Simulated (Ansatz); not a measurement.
System (SMILES): P (PH3).
Atoms: P1, H2, H3, H4. Bonds: P1-H2, P1-H3, P1-H4.

Basis-set convergence of the lowest harmonic wavenumber at B3LYP with Ansatz (an electronic-structure program). Each level at its own minimum, finite differences of forces, unscaled; the reference is a large set that could be run, not a limit. Cartesian d functions, on some or all atoms, in 6-31+G*, 6-311G**, 6-311+G**; all else is spherical. The program fits the integrals of some runs and decomposes those of others, by size. Core-valence sets carry the plain set on hydrogen. No added dispersion term, no relativity. Reference: the value in aug-pcseg-2, 1017 cm⁻¹, itself unsure by roughly 1 cm⁻¹ (its mean distance from aug-cc-pV(T+d)Z, def2-TZVPPD). Deviations are taken from unrounded values.

```csv
basis,functions,lowest harmonic wavenumber (cm⁻¹),minus reference (cm⁻¹)
pcseg-0,19,1039,22
6-31+G*,29,1050,32
def2-SVP,33,1027,10
pcseg-1,33,1021,3
6-311G**,45,1023,6
6-311+G**,49,1022,4
aug-cc-pV(D+d)Z,59,1009,-8
cc-pV(T+d)Z,81,1023,5
cc-pCVTZ,101,1022,5
```
